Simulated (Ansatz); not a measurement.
A nudged elastic band was laid between two geometries of CH$_{7}$NSi (10 atoms, charge 0, multiplicity 1).

Method: RKS r2SCAN-D4/def2-SVP (Ansatz 0.2.0).

```yaml
movable_images: 5
climbing_image: yes
spring: 0.1 eV/Å²
optimiser: quadratic models (default)
start_path: through a guess of the saddle point
force_threshold: 0.05 eV/Å
iteration_limit: 60
end_points: relaxed
```

Image 0:

```xyz
10
Properties=species:S:1:pos:R:3
Si -0.777 1.175 -0.010
N 0.540 0.103 -0.352
C 0.583 -1.281 0.076
H -2.045 0.549 -0.496
H -0.507 2.452 -0.735
H -0.996 1.511 1.440
H 1.459 0.520 -0.470
H 1.220 -1.884 -0.593
H 0.952 -1.428 1.112
H -0.429 -1.717 0.028
```

Image 6:

```xyz
10
Properties=species:S:1:pos:R:3
Si -0.740 1.811 0.061
N -0.083 0.056 -0.747
C 0.420 -0.990 0.165
H -0.861 -0.304 -1.307
H 0.530 1.837 0.928
H -1.526 0.990 1.096
H 0.638 0.312 -1.427
H 0.750 -1.891 -0.378
H 1.255 -0.572 0.742
H -0.382 -1.249 0.868
```

(1) Which bonds break or form, and what moves?

(2) Give the energies along the band, and the barrier.

(3) What is the geometry of the highest image?

Results:

(1) Bonds broken: Si1–H4. Bonds formed: N2–H4.

(2) The run converged. The highest image is number 2 of 0 to 6, 268.9 kJ/mol above the first end and 141.6 kJ/mol above the last; the last end lies 127.4 kJ/mol above the first. Neighbouring images differ by up to 2.4 eV, so the band resolves the path poorly. Another band between the same ends (5 images) ends at a top of the same energy, where a vibrational analysis finds 1 clearly imaginary mode. The orbitals stay closed-shell, which can raise the energy where a bond breaks towards radicals; this wasn't checked here.

| image | path coordinate (Å) | energy (kJ/mol) | Si1–H4 (Å) | N2–H4 (Å) |
| --- | --- | --- | --- | --- |
| 0 | 0.00 | 0.0 | 1.50 | 2.63 |
| 1 | 1.02 | 34.5 | 1.48 | 2.37 |
| 2 | 2.02 | 268.9 | 1.61 | 1.41 |
| 3 | 2.89 | 140.1 | 2.35 | 1.02 |
| 4 | 3.74 | 134.4 | 2.56 | 1.02 |
| 5 | 4.61 | 130.6 | 2.55 | 1.02 |
| 6 | 5.48 | 127.4 | 2.52 | 1.02 |

(3) 
```xyz
10
Properties=species:S:1:pos:R:3
Si -1.033 1.276 0.118
N 0.310 0.078 -0.538
C 0.467 -1.194 0.137
H -0.982 0.194 -1.079
H -0.445 2.606 -0.266
H -0.932 1.228 1.626
H 1.160 0.438 -0.976
H 0.955 -1.945 -0.506
H 1.037 -1.106 1.082
H -0.536 -1.575 0.403
```

Run time: 2.5 min on 2 threads of Arm Neoverse V1 (shared host), peak memory 0.13 GiB.
